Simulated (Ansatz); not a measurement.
System: CaB6-type LaB₆. Method: r²SCAN+SOC (Ansatz, a program for electronic structure, plane waves, PAW).

Input file:

Ansatz 0.2 input:
```yaml
crystal:
  lattice:
    - [4.1526919375, 0.0, 0.0]
    - [0.0, 4.1526919375, 0.0]
    - [0.0, 0.0, 4.1526919375]
  atoms:
    - { symbol: La, position: [0.0, 0.0, 0.0] }
    - { symbol: B, position: [0.799975648, 0.5, 0.5] }
    - { symbol: B, position: [0.5, 0.200024352, 0.5] }
    - { symbol: B, position: [0.5, 0.799975648, 0.5] }
    - { symbol: B, position: [0.200024352, 0.5, 0.5] }
    - { symbol: B, position: [0.5, 0.5, 0.799975648] }
    - { symbol: B, position: [0.5, 0.5, 0.200024352] }
basis:
  ecutwfc: 560
  ecutrho_ratio: 4
  xc_grid: 3
kpoints:
  mp_grid: { grid: [14, 14, 14] }
hamiltonian:
  xc: r2scan
  dispersion: none
  pseudopotentials: { kind: paw }
scf:
  occupations: { method: fermi_dirac, width: 0.05 }
  convergence: { dr2_threshold: 0.0000000007 }
output:
  forces: true
  stress: true
  eigenvalues: true
magnetization:
  noncollinear: true
  spin_orbit: true
```

Output (set-up and result lines):

```
Crystal: 7 atoms, lattice volume = 71.613 Å³
Basis set: ecut = 560 eV, 2109 PW (Γ), exchange–correlation on 108×108×108 points (27 copies of the dense FFT grid, shifted against one another)
Bands: 44, of which v1, the nominal top of the filled ones, is band 29 counted from 1 (28 counted from 0)
Symmetry: 48 space group operations + 48 with time reversal
k-points: 120 of 2744
Initial density: superposition of atomic densities (chi_scale 0.1, normalization cell, long waves kept (reshape's long-wave potential 0.00 eV rms))
Functional: x = r2scan, c = r2scan; τ floored in thin density (d = 2e-4 eV/Å³)
spin=Noncollinear: Kerker preconditioning applied to the charge; magnetization (m_x, m_y, m_z) channels mix plain (no charge-response kernel on spin).
SCF 1 converged in 10 iterations: F = -7194.349626 eV  dr2 = 1.45e-11
SCF converged after 10 iterations
Free energy (F): -7194.349626 eV
Internal energy: -7194.341977 eV  (E = F + TS)
E sigma→0 (E₀):  -7194.345802 eV
Fermi energy:    12.361488 eV
--- Forces (eV/Å), atoms counted from 1 ---
  atom   1  La     0.00000000     0.00000000    -0.00000000
  atom   2  B      0.00066270    -0.00000000     0.00000000
  atom   3  B     -0.00000000    -0.00066270     0.00000000
  atom   4  B      0.00000000     0.00066270     0.00000000
  atom   5  B     -0.00066270     0.00000000     0.00000000
  atom   6  B     -0.00000000     0.00000000     0.00066270
  atom   7  B     -0.00000000     0.00000000    -0.00066270
--- Stress (GPa, compression-positive) ---
       -0.015313       0.000000       0.000000
        0.000000      -0.015313       0.000000
        0.000000       0.000000      -0.015313
  P = ⅓ Tr σ = -0.0153 GPa (-0.153 kbar)
```

The PAW data were made under PBE.

It cost very roughly 4 core-minutes of CPU time.
